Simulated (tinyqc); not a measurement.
Stretching all distances: RHF, UHF, MP2, CISD and CCSD against full CI in the sto-3g basis, for BH2+, spin multiplicity 1. Computed by the program tinyqc with PySCF. All coordinates are multiplied by the scale. c0^2 is the weight of the RHF determinant in the lowest singlet FCI state (UHF is spin-contaminated and may lie near states of higher spin) and n(LUMO) the first natural occupation beyond the occupied space.

Geometry (angstrom):
```
atom       x        y       z
B     0.0000   0.0000  0.0000
H     0.0000   1.0090  0.4330
H     0.0000  -1.0090  0.4330
```

Full CI energy (hartree) and errors against it (kcal/mol):
```
scale  distance 1-2 (angstrom)     E(FCI)      RHF     UHF     MP2    CISD   CCSD  <S^2> UHF   c0^2  n(LUMO)
0.920                    1.010  -25.12583   21.102  21.102   6.362   0.365  0.196      0.000  0.979    0.016
1.080                    1.186  -25.18824   26.997  26.997   8.893   0.642  0.319      0.000  0.968    0.027
1.240                    1.362  -25.17307   35.324  35.324  12.687   1.210  0.566      0.000  0.950    0.047
1.400                    1.537  -25.12545   46.533  46.533  18.117   2.314  1.033      0.000  0.920    0.085
1.560                    1.713  -25.06925   61.173  53.297  25.675   4.296  1.811      0.594  0.869    0.156
1.880                    2.064  -24.98165  103.873  40.062  49.367  11.695  3.013      1.112  0.656    0.494
2.040                    2.240  -24.96099  131.324  36.457  62.908  16.043  2.575      1.153  0.519    0.707
```

Estimate the missing row, scale = 1.72.

Computed row:
```
scale  distance 1-2 (angstrom)     E(FCI)     RHF     UHF     MP2   CISD   CCSD  <S^2> UHF   c0^2  n(LUMO)
1.720                    1.889  -25.01846  80.046  47.575  36.025  7.472  2.725      0.963  0.784    0.287
```

UHF parts from RHF first at scale 1.56 of those listed, where <S^2> leaves zero. The weight c0^2 goes from 0.98 to 0.52 and n(LUMO) from 0.02 to 0.71: static correlation grows as the bonds break into open-shell fragments. The spread of the error along the curve, which distorts its shape, is CCSD 2.8, CISD 15.7, UHF 32.2, MP2 56.5, RHF 110.2 kcal/mol.
